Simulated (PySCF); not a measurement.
Homolysis of single bonds, series Si NH2-H. All species are isolated molecules in the gas phase. One relaxed conformer stands for each flexible species; it need not be the lowest. Strings in code marks are SMILES.

The dipole moment from two functionals at the same geometries (CAM-B3LYP-D3(BJ)/def2-TZVP), both in PySCF: PBE-D3(BJ)/def2-TZVP and TPSSh-D3(BJ)/def2-TZVP. 

```
species                      PBE-D3(BJ)/def2-TZVP (D)  TPSSh-D3(BJ)/def2-TZVP (D)
---------------------------  ------------------------  --------------------------
radical fragment (`[NH2]`)                       1.90                        1.92
whole molecule (`N[SiH3]`)                       1.37                        1.36
radical fragment (`[SiH3]`)                      0.03                        0.02
```

Over these rows, drawn at random from the members with no instability flagged (it was tested for open shells, ions and some series alone), PBE minus TPSSh-D3(BJ): mean 0.00 D, from -0.02 D to +0.02 D.
